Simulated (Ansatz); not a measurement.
The cluster Al₃ (the lowest doublet isomer of a short search) was relaxed with PBE0-D4 (def2-TZVP) in Ansatz in these states: neutral doublet, neutral quartet. The geometries follow in no particular order.

A:

```
atom   x (Å)   y (Å)   z (Å)
 Al1  -0.146  -0.890   1.367
 Al2  -0.077   1.397   0.174
 Al3   0.223  -0.507  -1.540
```

B:

```xyz
3

Al   -0.823   -0.769   -0.913
Al    0.843   -0.680    0.964
Al   -0.020    1.449   -0.051
```

Judge from the bond lengths which geometry belongs to which state (an estimate).

A is the neutral quartet (Al1–Al3 2.955 Å, Al1–Al2 2.580 Å, Al2–Al3 2.580 Å); B is the neutral doublet (Al1–Al3 2.512 Å, Al1–Al2 2.512 Å, Al2–Al3 2.512 Å).
